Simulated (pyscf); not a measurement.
Structures and frequencies: ωB97X-D3(BJ)/def2-SVP in PySCF.

Task: HO–SiH₂–P(OH)–OH -> HO–P(OH)–OH + silylene (SiH₂) [singlet]
Surface: singlet. Broken: O–Si, P–Si. Formed: O–P. Give ΔE‡ and ΔE from ωB97M-D3(BJ)/def2-TZVP, relative to the reactant's lowest minimum found.

Result: ΔE‡ = 2.22 eV, ΔE = +2.43 eV. Zero-point energy shifts the barrier by -0.06 eV. It is a 1,1-elimination, with an imaginary mode of 336i cm⁻¹. On the product side the descent ends in an adduct with a O–Si contact (not fully relaxed), 1.10 eV under the separated species and 0.70 eV under the saddle at ωB97X-D3(BJ)/def2-TZVP. At ωB97M-D3(BJ) the saddle lies under the separated products, which points to a path from their complex (located at ωB97X-D3(BJ) alone), and parting the products costs more than the saddle. What is counted as broken (O–Si) persists as a longer contact in the product adduct; parting that adduct is a step of its own. At ωB97X-D3(BJ)/def2-TZVP the barrier from the zero used here is 2.41 eV. HO–SiH₂–P(OH)–OH lies 0.93 eV over its isomer HO–P(OH)–O–SiH₃ (electronic energy, ωB97M-D3(BJ)/def2-TZVP). This is the saddle that the search found; another between the same sides may lie lower.
